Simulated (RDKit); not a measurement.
RDKit input (UFF):

```python
from rdkit import Chem
from rdkit.Chem import AllChem, rdDetermineBonds

mol = Chem.MolFromXYZFile('mol.xyz')
rdDetermineBonds.DetermineBonds(mol, charge=0)
print('SMILES', Chem.MolToSmiles(Chem.RemoveHs(mol)))
ff = AllChem.UFFGetMoleculeForceField(mol)
e0 = ff.CalcEnergy()
flag = ff.Minimize(maxIts=5000, forceTol=1e-5)
print(f'energy {e0:.4f} -> {ff.CalcEnergy():.4f} kcal/mol, converged: {flag == 0}')
print(Chem.MolToXYZBlock(mol))
```
mol.xyz:
```
10

C     -0.00022290     0.00111095     2.05650231
C     -0.00006510     0.00032447     0.60063127
C      0.00006510    -0.00032447    -0.60063127
C      0.00022290    -0.00111095    -2.05650231
H     -0.00898307     1.02015988     2.44984108
H     -0.87824496    -0.51564395     2.45057652
H      0.88643126    -0.50054473     2.45075963
H     -0.00845189     1.01751241    -2.45094375
H      0.88696243    -0.50319220    -2.45002519
H     -0.87771378    -0.51829141    -2.45020830
```

Q: Which steric energies does it print, before and after the minimisation?

A: 0.54 and -0.61 kcal/mol. They count from the force field's own zero for this bonding and are no heats of formation.
